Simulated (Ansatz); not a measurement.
System: 1T (CdI2-type) PtS2. Method: r²SCAN+rVV10 in Ansatz (PAW).

Settings: plane-wave cutoff 600 eV, 12×12×8 k mesh (along the axes of the cell as run), finite displacements, scalar-relativistic PAW data made under PBE.

Computed at the level's own relaxed cell.

```xyz
3
Lattice="3.5524 0.0000 0.0000 -1.7762 3.0764 0.0000 0.0000 0.0000 5.1261" Properties=species:S:1:pos:R:3 pbc="T T T"
Pt     0.0000     0.0000     0.0000
S      0.0000     2.0510     1.2258
S      1.7762     1.0255     3.9003
```

Harmonic phonon frequencies (cm⁻¹; i marks an imaginary mode; at Γ without the LO shift):

```json
[
 {"q point": "Γ", "frequencies": "0 0 0 305 305 310 310 327 344"},
 {"q point": "M", "frequencies": "114 137 198 276 286 324 338 339 356"},
 {"q point": "A", "frequencies": "34 34 35 301 301 335 335 336 343"}
]
```

No imaginary mode appears at these points.

Ansatz is a program for electronic structure.
